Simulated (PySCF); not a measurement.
These are B3LYP-D3(BJ)/def2-TZVP in PySCF values and carry that method's errors. Gas-phase values, no solvent. One relaxed conformer stands for a flexible species; it need not be the lowest. B3LYP has the VWN-RPA correlation part, as in Gaussian. Delta-SCF ions had no search for a lower state. Excitations are Tamm–Dancoff values on a coarser integration grid. The basis has no diffuse functions, so Rydberg states are missing or too high.

Reference species (SMILES): `[Cl][Al]([Cl])[Cl]` (neutral, multiplicity 1).

vertical ionisation energy (Delta-SCF): 11.30 eV
T1 excitation (TDA): 6.13 eV

Changed species: `[OH][Al]([OH])[OH]` (3 of 3 Cl replaced by OH; the reference has 0 of 3 Cl replaced by OH).

Question: Predict the effect on the vertical ionisation energy (Delta-SCF) and T1 excitation (TDA).

Answer: the vertical ionisation energy (Delta-SCF) falls by 0.03 eV, to 11.27 eV; the T1 excitation (TDA) increases by 0.28 eV, to 6.41 eV.
